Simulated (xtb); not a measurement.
# CHF2O (SMILES O[C](F)F): GFN-FF (ALPB furane, alp 1, hydrogen mass 1 u, kpush 0.01, md dump 10 fs)

Aim: a short trajectory of CHF2O. 

The calculation is run with xtb 6.7.1.

4 further runs of the same task are left out: 4 set aside as unsound or not needed.

**1. Starting point**

The species is CHF2O (5 atoms), meant as a doublet with charge 0. SMILES: `O[C](F)F`. All atoms were displaced at random from a relaxed shape. The run starts from this shape.

Bond lengths: O1–C2 1.403 Å, C2–F3 1.422 Å, C2–F4 1.288 Å, O1–H5 0.898 Å. Angles: O1–C2–F3 115.6°, O1–C2–F4 111.0°, F3–C2–F4 104.0°, C2–O1–H5 104.4°.

**2. Molecular dynamics at GFN-FF (ALPB furane, alp 1, hydrogen mass 1 u, kpush 0.01, md dump 10 fs)**

input.inp

```
$md
   temp=200
   time=0.2
   step=1
   dump=10
   hmass=1
   shake=0
   nvt=false
$metadyn
   kpush=0.01
   alp=1.0
$wall
   potential=logfermi
   sphere: 7.5, all
$end
```

geom.xyz

```xyz
5

O     -0.188546     0.933983    -0.447091
C      0.207035    -0.410508    -0.386408
F      1.177586    -0.722076     0.604934
F     -0.790753    -1.171540    -0.095847
H      0.091868     1.285142     0.330603
```

On the command line:

```sh
$ xtb geom.xyz --gff --alpb furane reference --metadyn 100 --chrg 0 -u 1 -I input.inp > geom.out 2> xtb.err
```

Q: Predict the results. Wanted: potential energy of the last frame.

**Answer.** As computed:

Level: GFN-FF (ALPB furane, alp 1, hydrogen mass 1 u, kpush 0.01, md dump 10 fs).

| quantity | value |
| --- | --- |
| potential energy of the last frame | -0.59064 Eh |
